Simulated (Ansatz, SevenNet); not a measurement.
# Zinc-blende AlP: properties by level of theory

Reference values: lattice constant a 5.451 Å (measured, static lattice: zero-point anharmonic expansion removed; as tabulated in Mejia-Rodriguez and Trickey (2018), arXiv:1807.09216).

| level (code) | equilibrium lattice constant a (Å) | TO(Γ) frequency (cm⁻¹) | elastic constant C11 (GPa) | elastic constant C44 (GPa) | Voigt–Reuss–Hill shear modulus (GPa) |
|---|---|---|---|---|---|
| SevenNet-l3i5 | 5.500 | 394 | 120 | 57.3 | 41.5 |
| BLYP (Ansatz) | 5.562 | 413 | 122 | 63.0 | 49.8 |
| PBE (Ansatz) | 5.508 | 427 | 125 | 60.5 | 46.9 |

Machine-learned potentials (SevenNet-l3i5) are trained on DFT data: a solid inside that data is no test of them.

Ansatz's density-functional and Hartree–Fock values are scalar-relativistic unless marked +SOC, with PAW data made under PBE.

Static lattice: no zero-point or thermal effects.

Ansatz is a quantum-chemistry and plane-wave program.
